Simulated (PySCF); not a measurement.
# Worked example: AsH⁺, doublet against AsH⁺, quartet

Geometry (PBE0/def2-TZVP stationary point of a quartet), kept for both states (AsH⁺, quartet: Σ⁻; AsH⁺, doublet: Π):

```json
{"atom": "As", "x (Å)": "0.0000", "y (Å)": "0.0000", "z (Å)": "0.0000"}
{"atom": "H", "x (Å)": "0.0000", "y (Å)": "0.0000", "z (Å)": "1.6414"}
```

Basis cc-pVTZ; PySCF 2.14.0. Only valence electrons are correlated (noble-gas cores and the filled d shells of p-block atoms frozen). R marks a restricted (for open shells ROHF) determinant. No spin–orbit coupling is included, and no scalar relativity.

Full CI isn't at hand for all of this; RCCSDT serves as the reference. It lacks quadruple excitations.

```
   level  E(AsH⁺, quartet) (hartree)  E(AsH⁺, doublet) (hartree)
RCCSD(T)                -2234.509451                -2234.570113
     PBE                -2235.697957                -2235.761689
  r2SCAN                -2236.027688                -2236.083340
  RCCSDT                -2234.510067                -2234.570724
```

Task: Give the vertical gap, AsH⁺ doublet less AsH⁺ quartet, at each level in eV (1 hartree = 27.2114 eV), and each error against RCCSDT.

Result: RCCSDT: (-2234.570724 − (-2234.510067)) × 27.2114 = -1.651 eV (the reference)
r2SCAN: (-2236.083340 − (-2236.027688)) × 27.2114 = -1.514 eV, error 0.137 eV
PBE: (-2235.761689 − (-2235.697957)) × 27.2114 = -1.734 eV, error -0.083 eV
RCCSD(T): (-2234.570113 − (-2234.509451)) × 27.2114 = -1.651 eV, error 0.000 eV

Total energies of functionals can't be set beside those of wave-function methods, since they hold the core's correlation and their own absolute errors; only the differences compare.

Each level lands on the state that its own search finds. T1 diagnostics of restricted CCSD: 0.021 and 0.020.
